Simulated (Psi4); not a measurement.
**C2H5O (ethoxy radical) at 5 levels**

Aim: a comparison of 5 runs (UHF/STO-3G, UHF/3-21G, UB3LYP/6-31G*, U-mPWPW/6-311+G**, USCS-MP2/6-311G**) of C2H5O (ethoxy radical). 

Program for the calculation: Psi4 1.11.

1 further run of the same task is left out (set aside as unsound or not needed).

## 1. Starting point

C2H5O has 8 atoms, charge 0, and is taken as a doublet. As SMILES, `CC[O]`. The coordinates come from a PBE0-D4/def2-TZVP relaxation.

Bond lengths: C1–C2 1.515 Å, C2–O3 1.356 Å, C1–H4 1.093 Å, C1–H5 1.092 Å, C1–H6 1.092 Å, C2–H7 1.108 Å, C2–H8 1.108 Å. Some angles: C1–C2–O3 115.9°, C1–C2–H7 111.7°, C1–C2–H8 111.7°, O3–C2–H7 107.2°, O3–C2–H8 107.0°, C2–C1–H4 110.8°, C2–C1–H5 110.5°, C2–C1–H6 110.5°, H7–C2–H8 102.4°, H4–C1–H5 108.4°.

## 2. Energy and forces at UHF/STO-3G (run 1)

Contents of calc.in:

```
memory 1600 MB

molecule system {
  0 2
  C     -0.448800     0.594100    -0.264500
  C      0.392800    -0.560600     0.239800
  O      1.676500    -0.263400     0.560000
  H     -1.464700     0.263300    -0.495200
  H     -0.010900     1.018500    -1.170000
  H     -0.505800     1.382200     0.488700
  H      0.422200    -1.394700    -0.489000
  H     -0.061300    -1.039300     1.130100
  units angstrom
  symmetry c1
  no_reorient
  no_com
}

set globals {
  basis STO-3G
  reference uhf
  puream true
  e_convergence 1e-09
  d_convergence 1e-08
  scf_type pk
  maxiter 200
}

E, wfn = gradient('hf', return_wfn=True)
oeprop(wfn, 'QUADRUPOLE', 'DIPOLE', 'LOWDIN_CHARGES')
```

Command:

```
psi4 -i calc.in -o calc.out -n 1
```

calc.out:

```text
[...]
  Running in c1 symmetry.
[...]
  Nuclear repulsion =   74.512142623953608
[...]
  Multiplicity = 2
[...]
  Nalpha       = 13
  Nbeta        = 12
[...]
    Number of basis functions: 20
[...]
   @UHF iter   1:  -151.36987232955076   -2.44504e+00   1.95582e-02 ADIIS/DIIS
[...]
   @UHF iter  19:  -151.53538459183645   -1.64846e-12   3.80852e-09 DIIS
[...]
   @S^2 Observed:                7.548726719E-01
[...]
  @UHF Final Energy:  -151.53538459183645
   => Energetics <=
    Nuclear Repulsion Energy =             74.5121426239536078
    One-Electron Energy =                -354.7312284059077570
    Two-Electron Energy =                 128.6837011901177164
    Total Energy =                       -151.5353845918364470
  UHF NO Occupations:
  HONO-2 :   11  A 1.9991953
  HONO-1 :   12  A 1.9985967
[...]
  -Total Gradient:
     Atom            X                  Y                   Z
    ------   -----------------  -----------------  -----------------
       1        0.017421628262    -0.022101598073     0.010147797066
       2        0.067175133254     0.064288846007     0.005903270486
       3       -0.086067217022    -0.025268258495    -0.020256291424
       4       -0.006396680387    -0.001440834864    -0.001599294954
       5        0.002410195521     0.001615153677    -0.004218369357
       6        0.000010230501     0.003356217059     0.003799554573
       7        0.003114969080    -0.010505928844     0.001815026449
       8        0.002331740791    -0.009943596466     0.004408307161
[...]
```

Run time: 2.4 s. Hardware: 1 thread of Intel Xeon Platinum 8259CL at 2.50GHz (Skylake/Cascade Lake), shared host; peak memory 0.18 GiB.

## 3. Energy and gradient at UHF/3-21G (run 2)

Contents of calc.py:

```python
import psi4

psi4.set_memory(1600000000)
psi4.set_num_threads(1)
psi4.set_output_file('psi4.out', False)

mol = psi4.geometry("""
0 2
C     -0.84810908     1.12268629    -0.49983256
C      0.74228442    -1.05938047     0.45315632
O      3.16812585    -0.49775386     1.05824663
H     -2.76788185     0.49756489    -0.93579238
H     -0.02059801     1.92468606    -2.21097957
H     -0.95582347     2.61197945     0.92350916
H      0.79784237    -2.63560103    -0.92407607
H     -0.11584021    -1.96399236     2.13557949
units bohr
symmetry c1
""")

psi4.set_options({
    'reference': 'uhf',
    'puream': True,
    'e_convergence': 1e-09,
    'd_convergence': 1e-08,
    'scf_type': 'pk',
    'maxiter': 200,
})

e_tot, wfn = psi4.gradient("hf/3-21G", return_wfn=True)
psi4.oeprop(wfn, "LOWDIN_CHARGES", "MAYER_INDICES", "MULLIKEN_CHARGES", title="HF")
print('gradient / Eh bohr^-1')
print(e_tot.np.round(6))
print(f'energy = {wfn.energy():.10f} Eh')
for k, v in sorted(psi4.core.scalar_variables().items()):
    print(f'{k:45s} {v:18.10f}')
```

Command:

```
python calc.py
```

psi4.out:

```text
[...]
  Running in c1 symmetry.
[...]
  Nuclear repulsion =   74.512142631018435
[...]
  Multiplicity = 2
[...]
  Nalpha       = 13
  Nbeta        = 12
[...]
    Number of basis functions: 37
[...]
   @UHF iter   1:  -152.44981404557436   -7.59642e-01   1.07312e-02 DIIS/ADIIS
[...]
   @UHF iter  21:  -152.61034392797947   -3.01270e-12   9.11860e-09 DIIS
[...]
   @S^2 Observed:                7.565377157E-01
[...]
  @UHF Final Energy:  -152.61034392797947
   => Energetics <=
    Nuclear Repulsion Energy =             74.5121426310184347
    One-Electron Energy =                -354.8784934752588924
    Two-Electron Energy =                 127.7560069162609864
    Total Energy =                       -152.6103439279794713
  UHF NO Occupations:
  HONO-2 :   11  A 1.9987510
  HONO-1 :   12  A 1.9984869
[...]
  -Total Gradient:
     Atom            X                  Y                   Z
    ------   -----------------  -----------------  -----------------
       1        0.006621321779    -0.010647553770     0.004369402308
       2        0.052238211106     0.044341884229     0.005888020476
       3       -0.053955802377    -0.017623989421    -0.012303441439
       4       -0.006471000508    -0.001286872327    -0.001648200714
       5        0.002183448671     0.001849771764    -0.004798359099
       6       -0.000472150845     0.003786832107     0.004039619663
       7        0.001539504546    -0.011416017334    -0.003208710336
       8       -0.001683532372    -0.009004055248     0.007661669141
[...]
```

Standard output:

```text
gradient / Eh bohr^-1
[[ 0.006621 -0.010648  0.004369]
 [ 0.052238  0.044342  0.005888]
 [-0.053956 -0.017624 -0.012303]
 [-0.006471 -0.001287 -0.001648]
 [ 0.002183  0.00185  -0.004798]
 [-0.000472  0.003787  0.00404 ]
 [ 0.00154  -0.011416 -0.003209]
 [-0.001684 -0.009004  0.007662]]
energy = -152.6103439280 Eh
CURRENT ENERGY                                   -152.6103439280
CURRENT REFERENCE ENERGY                         -152.6103439280
DD SOLVATION ENERGY                                 0.0000000000
HF KINETIC ENERGY                                 152.3722097784
HF POTENTIAL ENERGY                              -304.9825537064
HF TOTAL ENERGY                                  -152.6103439280
HF VIRIAL RATIO                                     2.0015628450
NUCLEAR REPULSION ENERGY                           74.5121426310
ONE-ELECTRON ENERGY                              -354.8784934753
PCM POLARIZATION ENERGY                             0.0000000000
PE ENERGY                                           0.0000000000
SCF ITERATION ENERGY                             -152.6103439280
SCF ITERATIONS                                     21.0000000000
SCF TOTAL ENERGY                                 -152.6103439280
TWO-ELECTRON ENERGY                               127.7560069163
```

It took 2.5 s on 1 thread of Intel Xeon Platinum 8259CL at 2.50GHz (Skylake/Cascade Lake), shared host; peak memory 0.18 GiB.

## 4. Energy and gradient at UB3LYP/6-31G(d) (spherical functions) (run 3)

Contents of job.dat:

```
memory 1.6 GB

molecule {
  0 2
  C     -0.448800     0.594100    -0.264500
  C      0.392800    -0.560600     0.239800
  O      1.676500    -0.263400     0.560000
  H     -1.464700     0.263300    -0.495200
  H     -0.010900     1.018500    -1.170000
  H     -0.505800     1.382200     0.488700
  H      0.422200    -1.394700    -0.489000
  H     -0.061300    -1.039300     1.130100
  symmetry c1
  no_reorient
  no_com
}

set {
  basis                6-31G*
  reference            uks
  puream               true
  e_convergence        1e-09
  d_convergence        1e-08
  scf_type             pk
  dft_radial_points    99
  dft_spherical_points 590
  maxiter              200
}

energy_value, wavefunction = gradient('b3lyp', return_wfn=True)
```

Command:

```
psi4 job.dat job.out -n 1
```

job.out:

```text
[...]
  Running in c1 symmetry.
[...]
  Nuclear repulsion =   74.512142623953608
[...]
  Multiplicity = 2
[...]
  Nalpha       = 13
  Nbeta        = 12
[...]
    Number of basis functions: 52
[...]
   @UKS iter   1:  -154.15671060749494   -3.68590e-01   1.19958e-02 DIIS/ADIIS
[...]
   @UKS iter  17:  -154.36728423061314   -2.84217e-13   2.08175e-09 DIIS
[...]
   @S^2 Observed:                7.530703020E-01
[...]
  @UKS Final Energy:  -154.36728423061314
   => Energetics <=
    Nuclear Repulsion Energy =             74.5121426239536078
    One-Electron Energy =                -356.4609694762924619
    Two-Electron Energy =                 144.8043710389996477
    DFT Exchange-Correlation Energy =     -17.2228284172739166
    Empirical Dispersion Energy =           0.0000000000000000
    VV10 Nonlocal Energy =                  0.0000000000000000
    Total Energy =                       -154.3672842306131372
[...]
  -Total Gradient:
     Atom            X                  Y                   Z
    ------   -----------------  -----------------  -----------------
       1        0.003015983367    -0.002803060445     0.001534865098
       2        0.003297335906     0.005931328401    -0.000285066257
       3       -0.009766133293    -0.002545093504    -0.002377127351
       4        0.002394987970     0.000262903432     0.000661400459
       5       -0.000848257735    -0.001161390351     0.001876375083
       6        0.000138804315    -0.001909842123    -0.001445917449
       7        0.000339327868     0.001523324665     0.001863129119
       8        0.001436855279     0.000704884066    -0.001825672104
[...]
```

Run time: 34 s. Hardware: 1 thread of Intel Xeon Platinum 8259CL at 2.50GHz (Skylake/Cascade Lake), shared host; peak memory 0.88 GiB.

Run 4 isn't shown in full; the table further down has it.

## 5. A single-point energy at USCS-MP2/6-311G(d,p) (run 5)

Contents of calc.dat:

```
memory 1.6 GB

molecule geom {
  0 2
  C     -0.84810908     1.12268629    -0.49983256
  C      0.74228442    -1.05938047     0.45315632
  O      3.16812585    -0.49775386     1.05824663
  H     -2.76788185     0.49756489    -0.93579238
  H     -0.02059801     1.92468606    -2.21097957
  H     -0.95582347     2.61197945     0.92350916
  H      0.79784237    -2.63560103    -0.92407607
  H     -0.11584021    -1.96399236     2.13557949
  units bohr
  symmetry c1
}

set basis 6-311G**
set reference uhf
set scf_type pk
set freeze_core true
set mp2_type df

result, w = energy("scs-mp2", return_wfn=True)
print_variables()
```

Command:

```
psi4 calc.dat calc.out -n 1
```

calc.out:

```text
[...]
  Running in c1 symmetry.
[...]
  Nuclear repulsion =   74.512142631018435
[...]
  Multiplicity = 2
[...]
  Nalpha       = 13
  Nbeta        = 12
[...]
    Number of basis functions: 84
[...]
   @UHF iter   1:  -153.31421107961646   -6.56034e-01   5.37628e-03 ADIIS/DIIS
[...]
   @UHF iter  21:  -153.50142965917422   -2.26237e-11   9.17114e-09 DIIS
[...]
   @S^2 Observed:                7.585696778E-01
[...]
  @UHF Final Energy:  -153.50142965917422
   => Energetics <=
    Nuclear Repulsion Energy =             74.5121426310184347
    One-Electron Energy =                -356.1228147606903462
    Two-Electron Energy =                 128.1092424704976906
    Total Energy =                       -153.5014296591742209
  UHF NO Occupations:
  HONO-2 :   11  A 1.9983799
  HONO-1 :   12  A 1.9983338
[...]
 Multipole Moments:
 ------------------------------------------------------------------------------------
     Multipole            Electronic (a.u.)      Nuclear  (a.u.)        Total (a.u.)
 ------------------------------------------------------------------------------------
 L = 1.  Multiply by 2.5417464519 to convert [e a0] to [Debye]
 Dipole X            :          3.3534099           -4.0648716           -0.7114617
 Dipole Y            :         -0.7537298            0.5872800           -0.1664499
 Dipole Z            :          1.1690155           -1.3453844           -0.1763689
 Magnitude           :                                                    0.7516577
[...]
	SCS-MP2 Total Energy (a.u.)        :  -153.95860000034986
	SOS-MP2 Total Energy (a.u.)        :  -153.92301595176875
	SCSN-MP2 Total Energy (a.u.)       :  -153.68931343568252
[...]
	SOS-PI-MP2 Total Energy (a.u.)     :  -153.99328033386783
[...]
	MP2 Total Energy (a.u.)            :  -153.95950371541298
[...]
```

Run time: 7.5 s. Hardware: 1 thread of Intel Xeon Platinum 8259CL at 2.50GHz (Skylake/Cascade Lake), shared host; peak memory 0.4 GiB.

## 6. All runs side by side

| run | level | integration grid | task | energy (Eh) | dipole moment (D) | HOMO energy (eV) | LUMO energy (eV) | wall time |
| --- | --- | --- | --- | --- | --- | --- | --- | --- |
| 1 | UHF/STO-3G | – | gradient | -151.535385 | 1.31 | -8.98 | 9.20 | 2.4 s |
| 2 | UHF/3-21G | – | gradient | -152.610344 | 2.07 | -11.40 | 4.07 | 2.5 s |
| 3 | UB3LYP/6-31G* (spherical functions) | 99 radial × 590 angular | gradient | -154.367284 | 1.96 | -6.96 | -3.49 | 34 s |
| 4 | U-mPWPW/6-311+G** | 75 radial × 302 angular | properties | -154.393364 | 2.33 | -5.96 | -5.25 | 20 s |
| 5 | USCS-MP2/6-311G** | – | energy | -153.958600 | – | -11.81 | 3.23 | 7.5 s |

## 7. What came out

| quantity | value |
| --- | --- |
| run 5: total energy | -153.95860 Eh |
| run 5: HOMO energy (Hartree–Fock orbitals) (highest over α and β) | -11.81 eV |
| run 5: LUMO energy (Hartree–Fock orbitals) (lowest over α and β) | 3.23 eV |
| run 5: correlation energy (3 core orbitals frozen) | -457.2 mEh |
| run 5: ⟨S²⟩ of the reference determinant | 0.759 |

What this shows: Over runs 1, 2, 3, 4 the dipole moment (its size) runs from 1.31 D (UHF/STO-3G) to 2.33 D (U-mPWPW/6-311+G**). The two ends differ in method and basis. Totals of different functionals can't be ranked against each other. In run 1 the basis is minimal, so the values are rough. All runs together took 66 s, the longest 34 s.
